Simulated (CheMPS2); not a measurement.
# DMRG/STO-3G run of [AlH4]− (SMILES [H][Al-]([H])([H])[H])

Aim: the vertical ionisation energy of [AlH4]− at DMRG/STO-3G, from 2 runs. 

The results are computed with CheMPS2 1.8.12.

### Step 1. Starting point

[AlH4]− has 5 atoms, charge -1, and is taken as a singlet. As SMILES, `[H][Al-]([H])([H])[H]`. The shape comes from GFN2-xTB, which is rough for such elements, and wasn't checked as a minimum.

Bond lengths: Al1–H2 1.627 Å, Al1–H3 1.628 Å, Al1–H4 1.628 Å, Al1–H5 1.628 Å. Angles: H2–Al1–H3 109.3°, H2–Al1–H4 109.4°, H2–Al1–H5 109.6°, H3–Al1–H4 109.3°, H3–Al1–H5 109.5°, H4–Al1–H5 109.6°.

### Step 2. The energy at DMRG/STO-3G

Contents of integrals.py:

```python
import numpy as np
from pyscf import ao2mo, cc, dft, gto, lo, mcscf, mp, scf
from pyscf.tools import fcidump

geom = """
Al    -0.00274010    -0.00204090    -0.00001890
H      0.02430188    -0.03650951     3.07471669
H      2.89135656     0.02456644    -1.04479178
H     -1.46247795     2.52112142    -0.98292215
H     -1.45044039    -2.50713744    -1.04700276
"""
mol = gto.M(
    atom=geom,
    basis="sto-3g",
    unit="bohr",
    charge=-1,
    spin=0,
    verbose=4,
)
print("nao = %d" % (mol.nao))
mf = scf.RHF(mol)
mf.conv_tol = 1e-10
mf.max_cycle = 200
mf.kernel()
if not mf.converged:
    mf = mf.newton().run(mf.mo_coeff, mf.mo_occ)
print(f"E(HF) = {mf.e_tot:.10f}")
# single-reference ladder for comparison
ref = mf
pt = mp.MP2(ref, frozen=5).run()
mycc = cc.CCSD(ref, frozen=5)
mycc.max_cycle = 150
mycc.kernel()
print("MP2 total energy = %.10f" % (pt.e_tot))
if mycc.converged:
    print("CCSD total energy = %.10f" % (mycc.e_tot))
    print(f"E(CCSD(T)) = {mycc.e_tot + mycc.ccsd_t():.10f}")
    print(f"T1 diagnostic = {mycc.get_t1_diagnostic():.4f}")
# a few density functionals on the same geometry and basis
ks = dft.RKS(mol, xc="pbe0").set(conv_tol=1e-9, verbose=3).run()
if ks.converged:
    print(f"E(PBE0) = {ks.e_tot:.8f}")
ks = dft.RKS(mol, xc="r2scan").set(conv_tol=1e-9, verbose=3).run()
if ks.converged:
    print(f"E(r2SCAN) = {ks.e_tot:.8f}")
ks = dft.RKS(mol, xc="pbe").set(conv_tol=1e-9, verbose=3).run()
if ks.converged:
    print(f"E(PBE) = {ks.e_tot:.8f}")
# split localisation
mo = mf.mo_coeff.copy()
for a, b in ((5, 9), (9, 13)):
    if b - a > 1:
        mo[:, a:b] = lo.PM(mol, mo[:, a:b]).kernel()
mf.mo_coeff = mo
# write the integrals of the correlated orbitals
cas = mcscf.CASCI(mf, 8, 8)
h1, ecore = cas.get_h1eff()
fcidump.from_integrals("FCIDUMP", h1, cas.get_h2eff(), 8, 8, nuc=ecore, ms=0)
# exact diagonalisation in the same space
ci = mcscf.CASCI(mf, 8, (4, 4))
ci.fix_spin_(ss=0)
ci.fcisolver.conv_tol = 1e-10
ci.fcisolver.max_cycle = 200
ci.kernel()
print(f"exact diagonalisation = {ci.e_tot:.10f}")
```

Contents of dmrg.input:

```
FCIDUMP = FCIDUMP
GROUP = 0
MULTIPLICITY = 1
NELECTRONS = 8
IRREP = 0
EXCITATION = 0
SWEEP_STATES = 12, 25, 50, 100, 100
SWEEP_ENERGY_CONV = 1e-04, 1e-04, 1e-04, 1e-04, 1e-06
SWEEP_MAX_SWEEPS = 2, 3, 2, 2, 6
SWEEP_NOISE_PREFAC = 0.5, 0.05, 0.05, 0.005, 0.0
SWEEP_DVDSON_RTOL = 3e-05, 3e-05, 3e-05, 3e-05, 3e-06
NOCC = 0
NACT = 8
NVIR = 0
MOLCAS_FIEDLER = TRUE
PRINT_CORR = TRUE
TMP_FOLDER = .
```

Started as:

```sh
python integrals.py && chemps2 --file=dmrg.input
```

Output:

```text
$ python integrals.py

[INPUT] verbose = 4
[INPUT] num. atoms = 5
[INPUT] num. electrons = 18
[INPUT] charge = -1
[INPUT] spin (= nelec alpha-beta = 2S) = 0
[INPUT] symmetry False subgroup None
[INPUT] Mole.unit = bohr
[INPUT] Symbol           X                Y                Z      unit          X                Y                Z       unit  Magmom
[INPUT]  1 Al    -0.001449998476  -0.001079997770  -0.000010001449 AA   -0.002740100000  -0.002040900000  -0.000018900000 Bohr   0.0
[INPUT]  2 H      0.012860001079  -0.019320000674   1.627070002383 AA    0.024301880000  -0.036509510000   3.074716690000 Bohr   0.0
[INPUT]  3 H      1.530040000196   0.013000000201  -0.552880000133 AA    2.891356560000   0.024566440000  -1.044791780000 Bohr   0.0
[INPUT]  4 H     -0.773910002613   1.334120001426  -0.520140001888 AA   -1.462477950000   2.521121420000  -0.982922150000 Bohr   0.0
[INPUT]  5 H     -0.767540000186  -1.326719997892  -0.554050000362 AA   -1.450440390000  -2.507137440000  -1.047002760000 Bohr   0.0

nuclear repulsion = 18.097726279675
number of shells = 9
number of NR pGTOs = 39
number of NR cGTOs = 13
basis = sto-3g
ecp = {}
CPU time:         0.36
nao = 13

[... 67 lines left out ...]
CCSD converged
[... 26 lines left out ...]
converged SCF energy = -241.717718195889
[... 139 lines left out ...]
***     Minimum energy           = -241.206591463402
[... 25 lines left out ...]
***     Minimum energy           = -241.206957669266
[... 15 lines left out ...]
***     Maximum discarded weight during the last sweep     = 0.000319734029292521
[... 13 lines left out ...]
***     Maximum discarded weight = 4.50122739627932e-06
[... 14 lines left out ...]
***     Maximum discarded weight = 4.43735311464447e-06
[... 20 lines left out ...]
***     Minimum energy           = -241.207346613542
[... 15 lines left out ...]
***     Maximum discarded weight = 1.66668606789717e-15
[... 20 lines left out ...]
***     Minimum energy           = -241.207346613575
[... 15 lines left out ...]
***     Maximum discarded weight during the last sweep     = 4.55251850357411e-37
[... 45 lines left out ...]
   Columns 1 to 8

    0.044366    0.000489    0.000490    0.000491   -0.001496   -0.001214   -0.042247   -0.000878
    0.000489    0.044496    0.000489    0.000489   -0.025648   -0.001242   -0.001245   -0.017829
    0.000490    0.000489    0.044418    0.000491   -0.025625   -0.001239   -0.001242   -0.017781
[... 4 lines of this table left out ...]
   -0.000878   -0.017829   -0.017781   -0.000878    0.009177    0.000612    0.000614    0.026963

--------------------------------------------------------
Singlet diradical correlation function = < d_i,up d_j,down > + < d_i,down d_j,up > - < d_i,up > * < d_j,down > - < d_i,down > * < d_j,up >
Hamiltonian index order is used!

   Columns 1 to 8

   -0.000002    0.000488    0.000488    0.000489    0.000262    0.000222    0.000790    0.000263
    0.000488   -0.000002    0.000487    0.000488    0.000518    0.000222    0.000222    0.000444
    0.000488    0.000487   -0.000002    0.000490    0.000519    0.000222    0.000222    0.000444
[... 4 lines of this table left out ...]
    0.000263    0.000444    0.000444    0.000263    0.009105    0.000605    0.000606   -0.000058

--------------------------------------------------------
Two-orbital mutual information = 0.5 * ( s1(i) + s1(j) - s2(i,j) ) * ( 1 - delta(i,j) )
Hamiltonian index order is used!

   Columns 1 to 8

    0           0.001606    0.001609    0.001613    0.001088    0.001313    0.060042    0.000985
    0.001606    0           0.001606    0.001607    0.030383    0.001335    0.001338    0.020069
    0.001609    0.001606    0           0.001615    0.030341    0.001341    0.001355    0.020032
[... 4 lines of this table left out ...]
    0.000985    0.020069    0.020032    0.000985    0.030324    0.001165    0.001168    0

--------------------------------------------------------
```

Wall time 2.6 s (1 thread of Intel Xeon 6975P-C (Granite Rapids), shared host); peak memory 0.17 GiB.

### Step 3. Doublet neutral AlH4: a single-point energy at DMRG/STO-3G

Contents of integrals.py:

```python
from pyscf import ao2mo, cc, dft, gto, mcscf, mp, scf
from pyscf.tools import fcidump

geom = "mol.xyz"
mol = gto.M(
    atom=geom,
    basis="sto-3g",
    spin=1,
    verbose=3,
    max_memory=2000,
)
print("nao: %d" % (mol.nao))
mf = scf.ROHF(mol)
mf.conv_tol = 1e-10
mf.max_cycle = 200
mf.kernel()
if not mf.converged:
    mf = mf.newton().run(mf.mo_coeff, mf.mo_occ)
print("reference energy: %.10f" % (mf.e_tot))
# single-reference ladder for comparison
ref = scf.UHF(mol).run(mf.make_rdm1(), conv_tol=1e-10)
pt = mp.MP2(ref, frozen=5).run()
mycc = cc.CCSD(ref, frozen=5)
mycc.max_cycle = 150
mycc.kernel()
print(f"MP2 total energy: {pt.e_tot:.10f}")
if mycc.converged:
    print(f"CCSD total energy: {mycc.e_tot:.10f}")
    print(f"E(CCSD(T)): {mycc.e_tot + mycc.ccsd_t():.10f}")
# a few density functionals on the same geometry and basis
ks = dft.UKS(mol, xc="pbe0").set(conv_tol=1e-9, verbose=3).run(mf.make_rdm1())
if ks.converged:
    print(f"E(PBE0): {ks.e_tot:.8f}")
ks = dft.UKS(mol, xc="r2scan").set(conv_tol=1e-9, verbose=3).run(mf.make_rdm1())
if ks.converged:
    print(f"E(r2SCAN): {ks.e_tot:.8f}")
ks = dft.UKS(mol, xc="pbe").set(conv_tol=1e-9, verbose=3).run(mf.make_rdm1())
if ks.converged:
    print(f"E(PBE): {ks.e_tot:.8f}")
# CCSD natural orbitals
occ_no, mo = mcscf.addons.make_natural_orbitals(cc.CCSD(mf.to_uhf(), frozen=5).run())
mf.mo_coeff = mo
# FCIDUMP for the DMRG program
cas = mcscf.CASCI(mf, 8, 7)
h1, ecore = cas.get_h1eff()
fcidump.from_integrals("FCIDUMP", h1, cas.get_h2eff(), 8, 7, nuc=ecore, ms=1)
# exact diagonalisation in the same space
ci = mcscf.CASCI(mf, 8, (4, 3))
ci.fix_spin_(ss=0.75)
ci.fcisolver.conv_tol = 1e-10
ci.fcisolver.max_cycle = 200
ci.kernel()
print("E(FCI): %.10f" % (ci.e_tot))
```

Contents of dmrg.input:

```
FCIDUMP = FCIDUMP
GROUP = 0
MULTIPLICITY = 2
NELECTRONS = 7
IRREP = 0
EXCITATION = 0
SWEEP_STATES = 50, 75, 100, 100
SWEEP_ENERGY_CONV = 1e-04, 1e-04, 1e-04, 1e-06
SWEEP_MAX_SWEEPS = 3, 2, 4, 6
SWEEP_NOISE_PREFAC = 0.05, 0.05, 0.005, 0.0
SWEEP_DVDSON_RTOL = 1e-04, 1e-04, 1e-04, 1e-05
NOCC = 0
NACT = 8
NVIR = 0
MOLCAS_FIEDLER = TRUE
PRINT_CORR = TRUE
TMP_FOLDER = .
```

Started as:

```sh
python integrals.py && chemps2 --file=dmrg.input
```

Output:

```text
$ python integrals.py
nao: 13
converged SCF energy = -241.124814540498
reference energy: -241.1248145405
converged SCF energy = -241.127062309923  <S^2> = 0.76158566  2S+1 = 2.0115523
E(UMP2) = -241.167222843379  E_corr = -0.0401605334566921
E(SCS-UMP2) = -241.174541671432  E_corr = -0.047479361509054
E(UCCSD) = -241.1908642593845  E_corr = -0.06380194946175471
MP2 total energy: -241.1672228434
CCSD total energy: -241.1908642594
UCCSD(T) correction = -0.000776966870983529
E(CCSD(T)): -241.1916412263
SCF not converged.
SCF energy = -241.583948010062 after 50 cycles  <S^2> = 0.75719483  2S+1 = 2.0071819

WARN: HOMO -0.148618198546792 >= LUMO -0.148460411854621

WARN: HOMO -0.16078776503368 >= LUMO -0.160244354736113

converged SCF energy = -241.6918892305  <S^2> = 0.75625339  2S+1 = 2.0062436
E(r2SCAN): -241.69188923

WARN: HOMO -0.134712886743461 >= LUMO -0.134566742618035

SCF not converged.
SCF energy = -241.566877753012 after 50 cycles  <S^2> = 0.75255285  2S+1 = 2.0025512
E(UCCSD) = -241.1908733903342  E_corr = -0.06605884983632869
CASCI E = -241.192226104178  E(CI) = -9.03023516087723  S^2 = 0.7500000
E(FCI): -241.1922261042

$ chemps2 --file=dmrg.input

Running chemps2 version 1.8.12 () with the following options:

[... 47 lines left out ...]
***     Minimum energy           = -241.191706495136
[... 18 lines left out ...]
***     Maximum discarded weight = 1.58250822844622e-06
[... 13 lines left out ...]
***     Minimum energy           = -241.191704769257
[... 14 lines left out ...]
***     Minimum energy           = -241.191707165917
[... 7 lines left out ...]
***     Maximum discarded weight = 6.93531845443619e-08
[... 14 lines left out ...]
***     Maximum discarded weight = 3.21278892737757e-10
[... 14 lines left out ...]
***     Maximum discarded weight during the last sweep     = 2.55656343196193e-10
[... 12 lines left out ...]
***     Minimum energy           = -241.192226090673
[... 8 lines left out ...]
***     Maximum discarded weight = 7.14058792505122e-11
[... 14 lines left out ...]
***     Maximum discarded weight during the last sweep     = 7.01351688361323e-11
[... 45 lines left out ...]
   Columns 1 to 8

    0.038122    0.007054    0.006556   -0.001316   -0.020065   -0.009800   -0.010401   -0.010150
    0.007054    0.071860    0.007666   -0.012115   -0.031617   -0.009962   -0.030740   -0.002146
    0.006556    0.007666    0.099318   -0.027148   -0.040123   -0.033207   -0.009495   -0.003567
[... 4 lines of this table left out ...]
   -0.010150   -0.002146   -0.003567   -0.000399    0.001202    0.000368    0.000398    0.014295

--------------------------------------------------------
Singlet diradical correlation function = < d_i,up d_j,down > + < d_i,down d_j,up > - < d_i,up > * < d_j,down > - < d_i,down > * < d_j,up >
Hamiltonian index order is used!

   Columns 1 to 8

   -0.000276    0.006594    0.005958    0.001868    0.007977    0.002649    0.002750    0.002152
    0.006594   -0.000293    0.007990   -0.004158    0.004503    0.002999    0.006851    0.000555
    0.005958    0.007990   -0.000450   -0.006921    0.004129    0.008342    0.002236    0.000697
[... 4 lines of this table left out ...]
    0.002152    0.000555    0.000697    0.001975    0.000952    0.000271    0.000351   -0.000055

--------------------------------------------------------
Two-orbital mutual information = 0.5 * ( s1(i) + s1(j) - s2(i,j) ) * ( 1 - delta(i,j) )
Hamiltonian index order is used!

   Columns 1 to 8

    0           0.012243    0.009323    0.002859    0.027508    0.011593    0.012820    0.015861
    0.012243    0           0.017454    0.026818    0.034621    0.009195    0.044323    0.001603
    0.009323    0.017454    0           0.053948    0.041717    0.046846    0.007434    0.003005
[... 4 lines of this table left out ...]
    0.015861    0.001603    0.003005    0.005535    0.001304    0.000321    0.000513    0

--------------------------------------------------------
```

It took 10 s on 1 thread of Intel Xeon 6975P-C (Granite Rapids), shared host; peak memory 0.17 GiB.

### Step 4. Results

At DMRG/STO-3G, 5 core orbitals frozen:

| quantity | value |
| --- | --- |
| run 1, DMRG/STO-3G: total energy | -241.20735 Eh |
| run 1, DMRG/STO-3G: T1 diagnostic of the CCSD step | 0.009 |
| doublet neutral AlH4: total energy | -241.19223 Eh |
| vertical detachment energy (to the doublet neutral) | 0.411 eV |

**Reading.** Removing an electron at fixed nuclei costs 0.41 eV (9.5 kcal/mol). In a minimal basis such a difference can be off by several eV, whatever the method.
